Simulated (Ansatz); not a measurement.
# C₂H₅N+ (doublet): energies up the ladder

Wanted for C₂H₅N+ (doublet): energies up the ladder. Charge +1. Spin multiplicity 2.

Program: Ansatz 0.2.0. Level of theory: the levels named in each step. These are calculated values, not measurements.

### Step 1. Starting point

Bond lengths: C1–N2 1.250 Å, N2–C3 1.428 Å, C1–H4 1.080 Å, C1–H5 1.098 Å, C3–H6 1.099 Å, C3–H7 1.090 Å, C3–H8 1.091 Å. Angles: C1–N2–C3 120.5°, N2–C1–H4 118.5°, N2–C1–H5 124.5°, H4–C1–H5 117.0°, N2–C3–H6 113.8°, N2–C3–H7 108.0°, N2–C3–H8 108.0°, H6–C3–H7 109.6°, H6–C3–H8 109.6°, H7–C3–H8 107.6°.

Coordinates:

```xyz
8

C     1.1394    0.0686    0.2731
N     0.0269   -0.4701    0.0900
C    -1.0947    0.3079   -0.3287
H     1.9661   -0.5496    0.5899
H     1.3422    1.1384    0.1353
H    -0.8700    1.3755   -0.4617
H    -1.4626   -0.1084   -1.2666
H    -1.8829    0.1906    0.4166
```

### Step 2. A rough first relaxation, PBE-D4/def2-SVP

Input file input.yaml:

```yaml
crystal:
  periodic: [false, false, false]
  atoms:
    - { symbol: C, position_ang: [1.13942, 0.06859, 0.27307] }
    - { symbol: "N", position_ang: [0.02689, -0.47009, 0.08998] }
    - { symbol: C, position_ang: [-1.09467, 0.30791, -0.32867] }
    - { symbol: H, position_ang: [1.96606, -0.5496, 0.58987] }
    - { symbol: H, position_ang: [1.34222, 1.13836, 0.13525] }
    - { symbol: H, position_ang: [-0.86999, 1.37547, -0.46166] }
    - { symbol: H, position_ang: [-1.46257, -0.1084, -1.26656] }
    - { symbol: H, position_ang: [-1.88287, 0.1906, 0.41656] }
magnetization:
  spin_polarized: true
  initial_magnetization: 1
total_charge: 1
basis:
  gaussian: { orbitals: def2-SVP }
hamiltonian:
  xc: pbe
  dispersion: d4
relax:
  f_tol: 0.03
  max_steps: 200
```

The run is started by

```bash
ansatz run input.yaml --threads 4 --pin off --max-ram 10240MiB --backend cpu --events-out ev --progress --plain --runs-dir out
```

After this run come: Relaxation, PBE0-D4/def2-TZVPP; Frequencies, PBE0-D4/def2-TZVPP; Single point, PBE-D4/def2-TZVPP; Single point, r2SCAN-D4/def2-TZVPP; Single point, B3LYP-D4/def2-TZVPP; Single point, wB97M-V/def2-TZVPP; Single point, B2PLYP/def2-TZVPP; Single point, LDA/def2-TZVPP; Single point, PBE0-D4/def2-SVP; Single point, PBE-D4/def2-SVP; Single point, CCSD(T)/def2-TZVPP; Single point, MP2/def2-QZVPP.

What does the calculation give? Wanted: C1–N2 at PBE0-D4/def2-TZVPP; N2–C3 at PBE0-D4/def2-TZVPP; frequencies at PBE0-D4/def2-TZVPP; energy at CCSD(T)/CBS.

As calculated:

| quantity | value |
| --- | --- |
| C1–N2 at PBE0-D4/def2-TZVPP | 1.229 Å |
| N2–C3 at PBE0-D4/def2-TZVPP | 1.397 Å |
| frequencies at PBE0-D4/def2-TZVPP | 145 to 3146 cm⁻¹ |
| energy at CCSD(T)/CBS | -3631.043 eV |

No mode is imaginary, so the geometry is a minimum. These totals serve in differences with atoms or fragments at the same level; alone they don't rank the methods. <S²> exceeds the pure value by up to 0.12: some mean fields break spin symmetry, which blurs their results.
